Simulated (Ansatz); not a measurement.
Consider the hydrogenolysis of a C–O bond: `N=C=C(O)F` + H₂ → `N=C=CF` + H₂O.

Gas-phase electronic energies from Ansatz, PBE0-D4/def2-TZVP geometries. CBS: MP2 limit from def2 TZ/QZ plus the TZ coupled-cluster correction, frozen cores. This one scheme is used for every species. Functionals use def2-TZVPP. One conformer a species, not always the lowest.

CCSD(T)/CBS gives -1.00 eV.

Problem. Another level gave -0.90 eV. Which?
A. HF/def2-TZVPP
B. revPBE-D4/def2-TZVPP
C. PBE0/def2-TZVPP
D. BLYP-D4/def2-TZVPP

Solution. C. PBE0 -0.90, HF/def2-TZVPP -1.08, BLYP-D4 -0.82, revPBE-D4 -0.78 eV.

Largest T1 diagnostic among the species: 0.014.

In def2-TZVPP, CCSD(T) changes the Hartree–Fock value by +0.13 eV (the triples alone add +0.05 eV) and MP2 by +0.11 eV. At CCSD(T), def2-SVP lies +0.27 eV from the extrapolated value and def2-TZVPP +0.05 eV.
